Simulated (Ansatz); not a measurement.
Ideal-gas functions of `COC(F)(F)Cl` at 600 K and 1 bar, from an Ansatz frequency run at PBE0-D4/def2-TZVP.

Molar mass 116.49 g/mol, point group Cs (symmetry number 1), electronic degeneracy 1, moments of inertia 105.494, 234.156, 248.986 u Å². Harmonic wavenumbers (cm⁻¹, unscaled): 82, 165, 236, 343, 373, 463, 565, 567, 811, 1016, 1111, 1125, 1176, 1206, 1250, 1478, 1489, 1501, 3068, 3151, 3186.

Use S(trans) = R[1.5 ln M + 2.5 ln T − 1.1517]; rotational temperatures θ = 24.2544 K / I; S(rot) = R[ln(√π/σ · √(T³/θAθBθC)) + 1.5]; for each mode x = 1.438777 ν̃/T, S = R[x/(eˣ − 1) − ln(1 − e⁻ˣ)] and H = RT x/(eˣ − 1); 1 cm⁻¹ = 0.0119627 kJ/mol; R = 8.31446 J/(mol·K).

Question: By hand: the entropy, in J/(mol·K).

Answer: Translation 182.7. Rotation: θ = 0.2299, 0.1036, 0.0974 K, giving 122.2. Vibration, mode by mode: 21.85, 16.08, 13.16, 10.17, 9.51, 7.86, 6.40, 6.37, 3.98, 2.70, 2.26, 2.20, 2.00, 1.89, 1.74, 1.12, 1.10, 1.07, 0.04, 0.04, 0.03, in all 111.6. Electronic 0.0. Sum 416.5 J/(mol·K).

Question: By hand: H − E and G − E in kJ/mol, counted from the electronic energy.

Answer: Zero-point energy ½ × 24362 × 0.0119627 = 145.7; thermal vibration 34.9; translation, rotation and pV give 4 RT = 20.0. H − E = 200.6 kJ/mol, and G − E = 200.6 − 600 × 416.5/1000 = -49.3 kJ/mol.

Vibration gives 27 % of the entropy, 21.9 J/(mol·K) of it from the mode under 150 cm⁻¹: soft modes count most, and the harmonic formula is weakest for them. The sum counts one conformer and one mirror image; others add a mixing term.
